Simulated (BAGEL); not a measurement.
**H3O+ (oxonium): B3LYP/6-31G(d) (density fitting with qzvpp-jkfit, spherical functions)**

Aim: the energy change on altering one bond length of H3O+ (oxonium) at B3LYP/6-31G* (density fitting with qzvpp-jkfit, spherical functions), from 2 runs. 

The results are computed with BAGEL 1.2.2.

### 1 The system as given

The species is H3O+ (4 atoms), meant as a singlet with charge +1. As SMILES, `[OH3+]`. The coordinates come from a GFN2-xTB relaxation.

Bond lengths: O1–H2 0.983 Å, O1–H3 0.983 Å, O1–H4 0.984 Å. Angles: H2–O1–H3 112.0°, H2–O1–H4 112.0°, H3–O1–H4 112.0°.

### 2 A single-point energy at B3LYP/6-31G(d) (density fitting with qzvpp-jkfit, spherical functions)

Contents of dft.json:

```json
{ "bagel" : [

{
  "title" : "molecule",
  "basis" : "6-31gs.json",
  "df_basis" : "qzvpp-jkfit",
  "angstrom" : true,
  "geometry" : [
    { "atom" : "O", "xyz" : [       0.196050,      -0.061020,      -0.056900 ] },
    { "atom" : "H", "xyz" : [       0.214230,       0.919440,       0.016470 ] },
    { "atom" : "H", "xyz" : [      -0.413410,      -0.366620,      -0.765680 ] },
    { "atom" : "H", "xyz" : [       0.003130,      -0.491800,       0.806120 ] }
  ]
},

{
  "title" : "ks",
  "xc_func" : "b3lyp",
  "charge" : 1
},

{
  "title" : "print",
  "file" : "orbitals.molden",
  "orbitals" : true
}

]}
```

The basis set 6-31G* is read from a file made from the Basis Set Exchange's data (not shown).

Command:

```console
BAGEL_NUM_THREADS=1 BAGEL dft.json > dft.out
```

Output:

```text
* using 1 threads per process

  ===============================================================
  ===============================================================

  *** Geometry ***

  { "atom" : "O", "xyz" : [      0.370481,     -0.115311,     -0.107525 ] },
  { "atom" : "H", "xyz" : [      0.404836,      1.737490,      0.031124 ] },
  { "atom" : "H", "xyz" : [     -0.781232,     -0.692811,     -1.446925 ] },
  { "atom" : "H", "xyz" : [      0.005915,     -0.929367,      1.523346 ] },

  Number of auxiliary basis functions:      131

  Since a DF basis is specified, we compute 2- and 3-index integrals:
    o Being stored without compression. Storage requirement is 0.000 GB

  Number of basis functions:       20
  Number of electrons      :       11

    * METHOD: MOLECULE                             0.01

  *** Kohn-Sham DFT ***

    * Removing 4965 points whose weight is below 1.00e-10
    * Grid points: 54659

  === Nuclear Repulsion ===
    13.8867713276

       - DIIS with orbital gradients will be used.

  === KS iteration (b3lyp / 6-31gs.json) ===
      0        -70.29318255          0.27638916           0.03
      1        -70.43965042          0.27335845           0.03
      2        -73.01573658          0.28658978           0.03
      3        -76.46843480          0.09456882           0.02
      4        -76.60042086          0.06003963           0.02
      5        -76.66956980          0.02727599           0.02
      6        -76.68730399          0.00102959           0.02
      7        -76.68732930          0.00009658           0.02
      8        -76.68732954          0.00000202           0.02
      9        -76.68732954          0.00000038           0.02
     10        -76.68732954          0.00000003           0.03
     11        -76.68732954          0.00000000           0.03
    * SCF iteration converged.

    * Permanent dipole moment:
           (    0.599672,    -0.186644,    -0.174054) a.u.

    * METHOD: KS                                   0.38

    * METHOD: PRINT                                0.00

  ===============================================================
```

Wall time 0.7 s (1 thread of Intel Xeon 6975P-C (Granite Rapids), shared host); peak memory 0.082 GiB.

### 3 The distorted shape

Contents of calc.json:

```json
{ "bagel": [

{
  "title": "molecule",
  "basis": "6-31gs.json",
  "df_basis": "qzvpp-jkfit",
  "angstrom": "true",
  "geometry": [
    { "atom": "O", "xyz": [    0.287479,   -0.015175,    0.049429 ] },
    { "atom": "H", "xyz": [    0.305659,    0.965285,    0.122799 ] },
    { "atom": "H", "xyz": [   -0.413410,   -0.366620,   -0.765680 ] },
    { "atom": "H", "xyz": [    0.094559,   -0.445955,    0.912449 ] }
  ]
},
{ "title": "ks", "xc_func": "b3lyp", "charge": 1 },
{ "title": "print", "file": "orbitals.molden", "orbitals": "true" }

]}
```

The basis set 6-31G* is read from a file made from the Basis Set Exchange's data (not shown).

Command:

```console
BAGEL_NUM_THREADS=1 BAGEL calc.json > calc.out
```

Output:

```text
* using 1 threads per process

  ===============================================================
  ===============================================================

  *** Geometry ***

  { "atom" : "O", "xyz" : [      0.543257,     -0.028677,      0.093407 ] },
  { "atom" : "H", "xyz" : [      0.577612,      1.824124,      0.232056 ] },
  { "atom" : "H", "xyz" : [     -0.781232,     -0.692811,     -1.446925 ] },
  { "atom" : "H", "xyz" : [      0.178691,     -0.842733,      1.724279 ] },

  Number of auxiliary basis functions:      131

  Since a DF basis is specified, we compute 2- and 3-index integrals:
    o Being stored without compression. Storage requirement is 0.000 GB

  Number of basis functions:       20
  Number of electrons      :       11

    * METHOD: MOLECULE                             0.01

  *** Kohn-Sham DFT ***

    * Removing 4730 points whose weight is below 1.00e-10
    * Grid points: 54894

  === Nuclear Repulsion ===
    13.2793016152

       - DIIS with orbital gradients will be used.

  === KS iteration (b3lyp / 6-31gs.json) ===
      0        -70.20891111          0.26859934           0.03
      1        -70.27256375          0.26556444           0.03
      2        -72.82252355          0.28338234           0.02
      3        -76.40681166          0.10323008           0.02
      4        -76.52614234          0.07830125           0.02
      5        -76.62040845          0.04784879           0.02
      6        -76.67500260          0.00332874           0.02
      7        -76.67528062          0.00037826           0.02
      8        -76.67528402          0.00003256           0.02
      9        -76.67528404          0.00000201           0.02
     10        -76.67528404          0.00000024           0.02
     11        -76.67528404          0.00000002           0.02
     12        -76.67528404          0.00000000           0.02
    * SCF iteration converged.

    * Permanent dipole moment:
           (    0.685382,    -0.138126,    -0.064468) a.u.

    * METHOD: KS                                   0.38

    * METHOD: PRINT                                0.00

  ===============================================================
```

Run time: 0.7 s. Hardware: 1 thread of Intel Xeon 6975P-C (Granite Rapids), shared host; peak memory 0.084 GiB.

### 4 What came out

Level: B3LYP/6-31G* (density fitting with qzvpp-jkfit, spherical functions).

| quantity | value |
| --- | --- |
| first shape: total energy | -76.68733 Eh |
| first shape: HOMO energy | -20.24 eV |
| first shape: LUMO energy | -7.25 eV |
| first shape: HOMO–LUMO gap | 12.99 eV |
| distorted shape: total energy | -76.67528 Eh |
| distorted shape: HOMO energy | -19.82 eV |
| distorted shape: LUMO energy | -8.06 eV |
| distorted shape: HOMO–LUMO gap | 11.76 eV |
| energy change with the O1–H3 bond stretched from 0.983 to 1.131 Å | 0.328 eV |

What this shows: With the O1–H3 bond stretched from 0.983 to 1.131 Å the energy rises by 0.33 eV (7.6 kcal/mol). The first shape isn't relaxed at this level, so the change isn't measured from a minimum.
